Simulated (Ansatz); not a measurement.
**N$_{2}$⁺, sextet in cc-pVDZ: errors against UCCSDTQ**

Geometry: that of the N2⁺, quartet, kept fixed.

```tsv
atom	x (Å)	y (Å)	z (Å)
N	0.0000	0.0000	0.0000
N	0.0000	0.0000	1.4302
```

Basis cc-pVDZ; Ansatz 0.2.0. Only valence electrons are correlated (noble-gas cores frozen), which leaves 9 electrons in 26 orbitals. Prefix R: restricted or restricted open-shell reference; prefix U: unrestricted. Active spaces: valence = (9e, 8o) chosen from the atoms' valence shells.

Full CI isn't at hand for all of this; UCCSDTQ serves as the reference, and is uncertain by about the last step of the cluster series. The frozen core follows each run's orbitals, which can shift R against U totals by a few meV.

For open shells CISD and CISDTQ are restricted-active-space CI with the open shells as a complete middle space.

```
UHF ⟨S²⟩                          : 8.761
T1 diagnostic (RCCSD)             : 0.0156
largest doubles amplitude (RCCSD) : 0.106
T1 diagnostic (UCCSD)             : 0.0113
```

```tsv
level	E − E(UCCSDTQ) (mEh)	share of correlation (%)	wall time
RHF	201.24	0.00	–
UHF	193.39	3.90	–
RMP2	36.66	81.78	–
UMP2	38.21	81.01	–
CISD	9.27	95.40	1.8 s
RCCSD	5.58	97.23	–
UCCSD	5.26	97.39	–
RCCSD(T)	1.20	99.40	0.7 s
UCCSD(T)	1.07	99.47	0.64 s
BCCD(T)	1.22	99.39	0.61 s
RCCSDT	0.39	99.80	–
UCCSDT	0.26	99.87	–
CISDTQ	0.29	99.86	68 s (H100)
RCCSDT(Q)	0.15	99.93	3.5 s
UCCSDT(Q)	0.03	99.99	3.1 s
RCCSDTQ	0.12	99.94	18 s (H100)
CASSCF (valence space)	158.50	21.24	–
NEVPT2 (valence space)	28.67	85.75	0.28 s
MRCISD (valence space)	7.37	96.34	–
MRCISD+Q (valence space)	-0.22	100.11	0.92 s
MRCISD+Q(relaxed) (valence space)	-1.20	100.60	1.2 s
```

The correlation energy at UCCSDTQ, counted from RHF, is -5.476 eV. That run took 18 s on 2 threads of AMD EPYC 7R13 with a shared H100 80 GB, shared host.

Times hold each run's SCF and search for its determinant on a shared host, so for small cases they say little of a method's own cost; rows without a card ran on 1 thread of AMD EPYC 7R13.

Natural occupations of CASSCF (valence space) about the gap: 1.988 1.966 1.002 1.002 1.002 0.999 0.999 0.043; effectively unpaired electrons, Σ n²(2−n)², 5.01.
